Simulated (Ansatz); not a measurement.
We consider corundum (α-Al2O3), described by revPBE in Ansatz (PAW).

Numerical settings: plane-wave cutoff 520 eV, 8×8×8 k mesh, Fermi–Dirac smearing 0.01 eV, scalar-relativistic PAW data made under PBE.

A third-order Birch–Murnaghan fit to the energies gives V0 = 8.906 Å³/atom, B0 = 221 GPa, B′ = 4.0.

| V (Å³/atom) | P (GPa) |
|---|---|
| 8.551 | 9.78 |
| 8.729 | ___ |
| 8.907 | -0.01 |
| 9.085 | ___ |
| 9.263 | ___ |

Estimate the withheld pressures from this fit; the answers are the runs' own values.


- 8.729, P (GPa): 4.64
- 9.085, P (GPa): -4.22
- 9.263, P (GPa): -8.02

The formula P = (3/2) B0 (x^(7/3) − x^(5/3)) [1 + (3/4)(B′ − 4)(x^(2/3) − 1)] with x = V0/V meets the computed pressures within 0.03 GPa when these rounded values are put in.

Shape and atoms are relaxed at each volume.

Measured, for comparison: bulk modulus 254 GPa (298 K, copied from a table, unchecked, no zero-point or thermal correction, with K' = 4.34, our sources range from 239 to 254; as tabulated in BurnMan's mineral tables). Computed (rounded) less measured: bulk modulus not scored (unchecked).

Note: the bulk modulus comes from volumes at which shape and atoms were relaxed.

Static lattice: no zero-point or thermal effects.

The result took around 7 core-minutes (rough).

Ansatz is an electronic-structure program.
